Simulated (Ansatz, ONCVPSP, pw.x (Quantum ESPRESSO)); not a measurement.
What a changed setting does to a pw.x run (bcc Re)

Potential: optimised norm-conserving Vanderbilt (ONCV), ONCVPSP 4.0.1.1 (patched build), LDA (Perdew-Wang 92); core [Kr] 4d10 4f14, reference 5s2 5p6 5d5 6s2; waves: 5s+6s: rc 1.95 bohr, ncon 4, nbas 9, qcut 7.3 1/bohr, 2 projectors; 5p: rc 1.95 bohr, ncon 3, nbas 6, qcut 8.6 1/bohr, 2 projectors, debl 1.7 Ha; 5d: rc 2.80 bohr, ncon 4, nbas 8, qcut 6.2 1/bohr, 2 projectors, debl 2.8 Ha; local part: polynomial inside 1.55 bohr (lpopt 5, dvloc0 -1 Ha); core correction: none. In the p channel the program set the typed energies aside and used -1.735, 0.250 Ha.

The reference run (k-mesh 15³, cutoffs 50/200 Ry, Fermi–Dirac 0.01 Ry, mixing_beta 0.4, conv_thr 1e-9, no spin) gives -4.59 GPa at 14.453 Å³/atom, where all-electron LAPW gives 0.92 GPa. This run, with its own iteration cap, changes mixing_mode to local-TF.

```
&control
  calculation='scf', prefix='x', pseudo_dir='./', outdir='./tmp', tstress=.true., disk_io='none'
/
&system
  ibrav=0, nat=1, ntyp=1, ecutwfc=50, ecutrho=200, nbnd=15,
  occupations='smearing', smearing='fd', degauss=0.01
/
&electrons
  conv_thr=1e-09, mixing_beta=0.4, electron_maxstep=50, mixing_mode='local-TF'
/
ATOMIC_SPECIES
Re 1.0 Re.UPF
CELL_PARAMETERS angstrom
  -1.53449686 1.53449686 1.53449686
  1.53449686 -1.53449686 1.53449686
  1.53449686 1.53449686 -1.53449686
ATOMIC_POSITIONS crystal
Re 0.0000 0.0000 0.0000
K_POINTS automatic
15 15 15 0 0 0
```

```bash
pw.x < Re.scf.in > Re.scf.out
```

How does the run end?

It converges in 7 iterations; the free energy moves by +0.0 meV/atom and the pressure by -0.01 GPa. The result is that of the reference run.

```
Message from routine setup:
     using ibrav=0 with symmetry is DISCOURAGED, use correct ibrav instead
     lattice parameter (alat)  =       5.0226  a.u.
     unit-cell volume          =      97.5337 (a.u.)^3
     number of electrons       =        15.00
     number of Kohn-Sham states=           15
     kinetic-energy cutoff     =      50.0000  Ry
     charge density cutoff     =     200.0000  Ry
     scf convergence threshold =      1.0E-09
     Exchange-correlation= SLA  PW   NOGX NOGC
     number of k points=   120  Fermi-Dirac smearing, width (Ry)=  0.0100
     iteration #  1     ecut=    50.00 Ry     beta= 0.40
     total energy              =    -159.66640320 Ry
     estimated scf accuracy    <       0.03518256 Ry
     iteration #  2     ecut=    50.00 Ry     beta= 0.40
     total energy              =    -159.65838154 Ry
     estimated scf accuracy    <       0.01568920 Ry
     iteration #  3     ecut=    50.00 Ry     beta= 0.40
     total energy              =    -159.66082322 Ry
     estimated scf accuracy    <       0.00002147 Ry
     iteration #  4     ecut=    50.00 Ry     beta= 0.40
     total energy              =    -159.66083623 Ry
     estimated scf accuracy    <       0.00000215 Ry
     iteration #  5     ecut=    50.00 Ry     beta= 0.40
     total energy              =    -159.66083658 Ry
     estimated scf accuracy    <       0.00000006 Ry
     iteration #  6     ecut=    50.00 Ry     beta= 0.40
     total energy              =    -159.66083658 Ry
     estimated scf accuracy    <       0.00000001 Ry
     iteration #  7     ecut=    50.00 Ry     beta= 0.40
     the Fermi energy is    25.1962 ev
!    total energy              =    -159.66083658 Ry
     estimated scf accuracy    <          4.2E-11 Ry
     smearing contrib. (-TS)   =      -0.00498847 Ry
     The total energy is F=E-TS. E is the sum of the following terms:
     one-electron contribution =     -20.30646199 Ry
     hartree contribution      =      18.80426017 Ry
     xc contribution           =     -16.96571756 Ry
     ewald contribution        =    -141.18792873 Ry
     convergence has been achieved in   7 iterations
          total   stress  (Ry/bohr**3)                   (kbar)     P=      -46.02
     Message from routine punch:
     Nothing written, as per user request (disk_io='none')
```

The run took about 20 s on one core of a shared host (Neoverse-N1, 64 threads, 124 GiB, load 58).
